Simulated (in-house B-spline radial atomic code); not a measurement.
Kr. Computed with a B-spline radial atomic code. Model: non-relativistic spherical atom: semilocal Troullier-Martins pseudo-atom, one channel per l, against all electrons, high spin, G0W0 and RPA with empty states to l = 8, local potential for every l without a channel, a model core (radius 0 = none) keeps its share of the functional.

What the tables leave out is listed at the end.

The pseudopotential gives back the lowest level of each angular momentum of its own functional in the configuration it was made in; a second state of the same l is only approximately right. Exact exchange, RPA and GW see the smooth pseudo-orbitals and miss the exchange with the core, for which the functional's share stands in. The column with an uncorrelated core keeps all orbitals and exact exchange, and so separates missing core correlation from pseudisation. Only the three outermost levels and the lowest empty one were computed. RPA here is direct RPA, with no exchange kernel, and its energies carry an (l + 1/2)⁻⁴ tail. A hybrid on a potential with a model core restores only its own semilocal share of the core's exchange.

Command:
```bash
python run_psgw.py task.json out
```
Settings (lengths in bohr, energies in hartree):
```
Z                      36
electrons              36
configuration          [Ar] 3d10 4s2 4p6
generated_in           [Ar] 3d10 4s2 4p6
functional             pbe,pbe
core_shells            5
radius_factor          1.15
core_correction        True
```

Cost of the run: 30 s on 1 thread of Arm Neoverse N1, with other jobs on the host.

Given: made with PBE; model core radius 0.256 bohr; local radius 1.462 bohr; mean-field start PBE.

Valence shells of the generating configuration: 3d, 4s, 4p.

Channel: s 1.578, p 1.785, d 1.405 (radii in bohr).

Computed: largest level miss in the spin-unpolarised generating configuration 0 eV; valence RPA correlation energy all-electron orbitals -1.1055 hartree; valence RPA correlation energy pseudo -1.2331 hartree; all-electron RPA polarisability, core included 15.894 bohr³.

```tsv
level	occupied	mean-field all-electron (eV)	mean-field pseudo minus all (eV)	G0W0 all-electron (eV)	G0W0 uncorrelated core minus all (eV)	G0W0 pseudo minus all (eV)	exchange self-energy all-electron (eV)	exchange self-energy pseudo (eV)
4p	1	-9.2828	0	-13.963	-0.038	-0.436	-21.499	-20.328
```

**Question.** What is the pseudo-atom RPA polarisability?

**Answer.** 15.592 bohr³.

Given: mean-field start PBE0.

Computed: valence RPA correlation energy all-electron orbitals -1.0572 hartree; valence RPA correlation energy pseudo -1.1939 hartree; pseudo-atom RPA polarisability 13.334 bohr³.

| level | occupied | mean-field all-electron (eV) | mean-field pseudo minus all (eV) | G0W0 all-electron (eV) | G0W0 uncorrelated core minus all (eV) | G0W0 pseudo minus all (eV) | exchange self-energy all-electron (eV) | exchange self-energy pseudo (eV) |
| --- | --- | --- | --- | --- | --- | --- | --- | --- |
| 4p | 1 | -10.773 | -0.061 | -14.231 | -0.037 | -0.368 | -21.493 | -20.555 |

**Question.** What is the all-electron RPA polarisability, core included?

**Answer.** 13.848 bohr³.

Among the listed levels the largest G0W0 shift of the pseudo-atom is -0.44 eV, for 4p on the PBE start, while leaving the core uncorrelated moves that level by -0.04 eV. So pseudisation and the lost core exchange, not the missing core correlation, make the error. Not in the tables (levels of low weight, unsolved or above zero; the highest and the empty levels are kept at any weight): on PBE the G0W0 levels 4s (pseudo minus all -1.46 eV, weights 0.15 and 0.13), 3d (pseudo minus all +7.33 eV, weights 0.72 and 0.03); on PBE0 the G0W0 levels 4s (pseudo minus all -0.41 eV, weights 0.24 and 0.17), 3d (pseudo minus all +9.74 eV, weights 0.72 and 0.69); no Hartree-Fock pseudo-atom is run with a model core.
